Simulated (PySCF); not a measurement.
Structure problem from calculated spectra and properties.

Elements present: C, H, N and O. Monoisotopic mass: 43.0058 u.

- Rotational structure: rotational constants A, B, C: 709.707, 10.916, 10.750 GHz [GFN2-xTB]
- NMR, other nuclei: isotropic shieldings of nuclei other than C and H, by class: 76 (1 N), 296 (1 O) ppm [GIAO PBE0/pcSseg-1]
- Couplings: largest of the computed one-bond spin–spin couplings (means over like bonds): 17O–1H -92.6, 17O–13C +18.2, 15N–13C -16.7 Hz [B3LYP/pcJ-1]
- Dipole: 4.10 D [PBE0/pcSseg-1]
- 1H NMR: chemical shifts (computed TMS as zero) by class: 3.71 (1 H) ppm [GIAO PBE0/pcSseg-1]
- 13C NMR: chemical shifts (computed TMS as zero) by class: 115.4 (1 C) ppm [GIAO PBE0/pcSseg-1]

Electronic properties: PySCF, gas phase, density fitting. Levels stand in brackets. Geometry: GFN2-xTB; no solvent, vibrations or thermal averaging. NMR values are class means; diastereotopic atoms form classes of their own.

Question: Which formula fits the mass and the elements?

Answer: CHNO (calculated 43.0058). No other formula that holds each of these elements comes within 0.0003 u with a fitting electron parity and a possible valence count.

Question: Propose a structure and show how it fits.

Answer: Numbering: `[N:1]#[C:2][OH:3]`. Its formula, CHNO, gives 2 degrees of unsaturation: 0 rings and 2 π bonds in the structure found. The one carbon: cyano carbon [C2] (115.4 ppm). The one hydrogen (3.71 ppm): hydroxyl hydrogen. The other shieldings belong to: 76 ppm, cyano nitrogen [N1]; 296 ppm, hydroxyl oxygen [O3]. The couplings run between: -92.6 Hz, hydroxyl oxygen [O3] and its hydrogen; +18.2 Hz, hydroxyl oxygen [O3] and cyano carbon [C2]; -16.7 Hz, cyano nitrogen [N1] and cyano carbon [C2]. The optimised geometry has point group Cs and is an asymmetric top. Structure: cyanic acid (`N#CO`). Computed isomers that give other values at the same levels: `N=C=O` (rotational constant A: 1255.953 GHz; this holds for the one conformer computed). The assignments are read from this structure; whether some other isomer fits the data as well wasn't checked.
